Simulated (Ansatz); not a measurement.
# H8Si2: the cost of one run

Method: RKS PBE0-D4/def2-SVPD, in Ansatz 0.2.0.

1 further run of the same task is left out (it didn't finish).

## Step 1: The starting structure

Bond lengths: Si1–Si2 2.588 Å, Si1–H3 1.472 Å, Si1–H4 1.468 Å, Si1–H5 1.473 Å, Si2–H8 1.472 Å, Si2–H9 1.468 Å, Si2–H10 1.472 Å. Angles: Si1–Si2–H8 110.9°, Si1–Si2–H9 108.6°, Si1–Si2–H10 116.7°, H8–Si2–H9 112.4°, H8–Si2–H10 103.5°, H9–Si2–H10 104.7°, Si2–Si1–H3 111.6°, Si2–Si1–H4 107.5°, Si2–Si1–H5 117.3°, H3–Si1–H4 112.5°, H3–Si1–H5 103.2°, H4–Si1–H5 104.6°.

As a file:

```xyz
10

Si   -0.8456   -1.0281   -0.1223
Si    0.2671    1.3081   -0.0878
H    -0.1210   -1.9613   -1.0009
H    -0.9161   -1.5040    1.2645
H    -2.2319   -1.1095   -0.6144
H     1.3822   -0.1274    0.4109
H     0.9618   -1.0013    0.4102
H     0.7779    1.6257    1.2553
H     1.3219    1.3408   -1.1088
H    -0.5963    2.4571   -0.4067
```

## Step 2: A restrained relaxation towards end A

Springs on the bonds that form and break draw the guess towards this end; the thresholds are loose.

The input, input.yaml:

```yaml
crystal:
  periodic: [false, false, false]
  atoms:
    - { symbol: Si, position_ang: [-0.8456, -1.0281, -0.1223] }
    - { symbol: Si, position_ang: [0.2671, 1.3081, -0.0878] }
    - { symbol: H, position_ang: [-0.121, -1.9613, -1.0009] }
    - { symbol: H, position_ang: [-0.9161, -1.504, 1.2645] }
    - { symbol: H, position_ang: [-2.2319, -1.1095, -0.6144] }
    - { symbol: H, position_ang: [1.3822, -0.1274, 0.4109] }
    - { symbol: H, position_ang: [0.9618, -1.0013, 0.4102] }
    - { symbol: H, position_ang: [0.7779, 1.6257, 1.2553] }
    - { symbol: H, position_ang: [1.3219, 1.3408, -1.1088] }
    - { symbol: H, position_ang: [-0.5963, 2.4571, -0.4067] }
basis:
  gaussian: { orbitals: def2-SVPD }
hamiltonian:
  xc: pbe0
  dispersion: d4
relax:
  f_tol: 0.15
  max_steps: 25
  restrain:
    - { distance: [0, 6], at: 2.72, k: 30.0 }
    - { distance: [5, 1], at: 2.72, k: 30.0 }
    - { distance: [0, 1], at: 2.22, k: 30.0 }
    - { distance: [5, 6], at: 0.62, k: 30.0 }
```

Started as:

```bash
ansatz run input.yaml --threads 2 --pin off --max-ram 3072MiB --backend cpu --events-out ev --progress --plain --runs-dir out
```

What time and memory should one allow on 2 threads of Intel Xeon 6975P-C (Granite Rapids), shared host?

About 8.6 s, with a peak of 0.22 GiB.
